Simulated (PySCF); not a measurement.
## Relaxation of singlet SiH₄

These are results of PySCF, PBE, basis Si def2-TZVP, H def2-TZVP (no relativity, density fitting), not measurements. A (50,194) grid was used.

A hand-made square planar start, of D4h symmetry, held to at least that symmetry:

```xyz
5
charge 0 multiplicity 1, angstrom
Si    0.0000    0.0000    0.0000
H     1.4800    0.0000    0.0000
H     0.0000    1.4800    0.0000
H    -1.4800    0.0000    0.0000
H     0.0000   -1.4800    0.0000
```

(1) What forces act on the atoms at the start (eV/Å)?

(2) What does it relax to?

(3) How much energy is released, and in how many steps?

## Answers

(1) 
```csv
atom,Fx,Fy,Fz
Si1,0.00,0.00,0.00
H2,1.18,0.00,0.00
H3,0.00,1.18,0.00
H4,-1.18,0.00,0.00
H5,0.00,-1.18,0.00
```

(2) It ends at D4h with Si–H 1.552 Å (×4); H–Si–H 90.0° (×4), H–Si–H 180.0° (×2). No frequency check is given, so it may be a saddle point. Other isomers or separated fragments may lie lower.

(3) 15.7 kJ/mol in 3 steps.

The relaxation took 2.1 s on 2 threads of a shared Arm Neoverse V1 host, with 61 basis functions and 4 gradients; the process peaked at 0.48 GiB.
